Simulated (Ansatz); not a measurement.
The cluster Si₂H₂⁻ was relaxed with r2SCAN-D4 (def2-TZVPD) in Ansatz in these states: charge -1 doublet, charge -1 quartet. The geometries follow in no particular order.

A:

```xyz
4

Si   -0.8142   -0.0009    0.7296
Si    0.8138    0.0010   -0.7294
H    -0.2976   -0.6975    1.9899
H     0.2980    0.6974   -1.9901
```

B:

```xyz
4

Si   -1.183   -0.268    0.368
Si    0.724    0.973   -0.367
H    -0.758   -0.997    1.651
H     1.217    0.291   -1.651
```

Task: Judge from the bond lengths which geometry belongs to which state (an estimate).

Result: A is the charge -1 doublet (Si1–Si2 2.186 Å, Si2–H4 1.530 Å, Si1–H3 1.530 Å); B is the charge -1 quartet (Si1–Si2 2.391 Å, Si2–H4 1.535 Å, Si1–H3 1.535 Å).

At r2SCAN-D4/def2-TZVPD the highest occupied level of the charge -1 doublet lies above zero (up to 0.24 eV). By energy differences its removal costs 2.14 eV (vertical, to the charge 0 triplet, at r2SCAN-D4/def2-TZVPD); a positive level beside a positive removal energy at the same level points to self-interaction error. At r2SCAN-D4/def2-TZVPD the highest occupied level of the charge -1 quartet lies above zero (up to 0.79 eV). It is a level of α spin, whose loss leaves a triplet; that state wasn't run at this geometry and level. The electron is either unbound and held by the finite basis, or the level is raised by self-interaction error. At PBE0-D4/def2-TZVPD a doublet lies 1.04 eV below the charge -1 quartet. These are the stationary points nearest to one start from a short search; other shapes may lie lower in each state.
